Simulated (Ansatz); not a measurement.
Relaxation of ClH$_{3}$NSi (6 atoms, charge 0, multiplicity 2), to a largest force component of 0.015 eV/Å in at most 40 steps.

Method: UKS PBE/6-31G* (Ansatz 0.2.0).

```xyz
6
Properties=species:S:1:pos:R:3
N -0.813 0.225 -0.487
Si -0.053 -0.322 0.876
Cl 1.525 -1.371 0.157
H -0.205 0.996 -0.933
H -0.914 -0.484 -1.206
H 0.502 0.892 1.546
```

Task: Where does it end, and by what steps?

Result: The forces met the threshold. After 22 steps the energy has fallen by 0.517 eV; H4 moved furthest, 0.70 Å.

| step | energy less start (eV) | largest force component (eV/Å) | accepted |
| --- | --- | --- | --- |
| 0 | 0.0000 | 2.822 | yes |
| 1 | -0.3581 | 1.455 | yes |
| 2 | -0.4493 | 0.475 | yes |
| 3 | -0.4770 | 0.286 | yes |
| 4 | -0.5007 | 0.098 | yes |
| 5 | -0.4874 | 0.474 | no |
| 6 | -0.4924 | 0.594 | no |
| 7 | -0.5045 | 0.078 | yes |
| 8 | -0.5065 | 0.090 | yes |
| 9 | -0.5056 | 0.461 | no |
| 10 | -0.5078 | 0.125 | yes |
| 11 | -0.5084 | 0.217 | yes |
| 12 | -0.5081 | 0.268 | no |
| 13 | -0.5100 | 0.081 | yes |
| 14 | -0.5119 | 0.151 | yes |
| 15 | -0.5112 | 0.549 | no |
| 16 | -0.5126 | 0.236 | yes |
| 17 | -0.5154 | 0.080 | yes |
| 18 | -0.5167 | 0.029 | yes |
| 19 | -0.5169 | 0.058 | yes |
| 20 | -0.5170 | 0.044 | yes |
| 21 | -0.5171 | 0.017 | yes |
| 22 | -0.5171 | 0.003 | yes |

```xyz
6
Properties=species:S:1:pos:R:3
N -0.496 0.241 -0.723
Si 0.078 -0.324 0.822
Cl 1.649 -1.695 0.528
H -0.859 1.193 -0.789
H -0.982 -0.388 -1.363
H 0.651 0.909 1.479
```

Time of the run: 3.2 min on 1 thread of Intel(R) Xeon(R) Processor @ 2.50GHz (Skylake/Cascade Lake), on a shared host, peak memory 0.15 GiB.
